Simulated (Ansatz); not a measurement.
Compare A (`OCCCF`) with its isomer B (`COCCF`).

Isolated molecules relaxed with PBE0-D4/def2-TZVP in Ansatz; ΔE leaves out vibrations. CCSD(T)/CBS adds triple-zeta CCSD(T) − MP2 to the extrapolated MP2 energy (def2 sets, frozen cores). DFT in def2-TZVPP. B3LYP here is the variant with VWN-RPA as its local correlation; programs differ in this. One conformer a species, not always the lowest.

(1) Which isomer does CCSD(T)/CBS put lower? Give the gap. (Best estimate.)

(2) Give E(B) − E(A) in kcal/mol with B3LYP, B2PLYP, r2SCAN-D4, CCSD(T)/def2-TZVPP, CCSD/def2-TZVPP, PBE0-D4, HF/def2-TZVPP. (An estimate is asked.)

Largest T1 diagnostic: 0.011.

Results:

(1) Ansatz gave: A, by 11.4 kcal/mol.

(2) Ansatz gave: B3LYP 9.4, B2PLYP 10.0, r2SCAN-D4 10.1, CCSD(T)/def2-TZVPP 10.7, CCSD/def2-TZVPP 10.8, PBE0-D4 10.6, HF/def2-TZVPP 9.6. None reverses the order clearly.

From PBE to PBE0 (25 % exact exchange), in def2-TZVPP and without D4, E(B) − E(A) moves by +0.8 kcal/mol. In def2-TZVPP, CCSD(T) changes the Hartree–Fock value by +1.1 kcal/mol (the triples alone add −0.1 kcal/mol) and MP2 by +2.1 kcal/mol.
